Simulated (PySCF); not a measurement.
Level of theory: TPSSh-D3(BJ)/def2-TZVP (PySCF). All species are isolated molecules in the gas phase. One relaxed conformer stands for a flexible species; it need not be the lowest. Excitations are Tamm–Dancoff values on a coarser integration grid. The basis has no diffuse functions, so Rydberg states are missing or too high.

Reference species (SMILES): `[OH+]=C` (charge +1, multiplicity 1).

| Item | Result |
|---|---|
| S1 excitation (TDA) | 6.25 eV |
| S1 oscillator strength | 0.001 |

Changed species: `[H]/[O+]=C\O` (H–O–C–O torsion 0°) (X = hydroxy, proton added; the reference has X = H, proton added).

What does the change do to the S1 excitation (TDA) and S1 oscillator strength?

the S1 excitation (TDA) rises by 1.73 eV, to 7.98 eV; the S1 oscillator strength stays essentially unchanged.
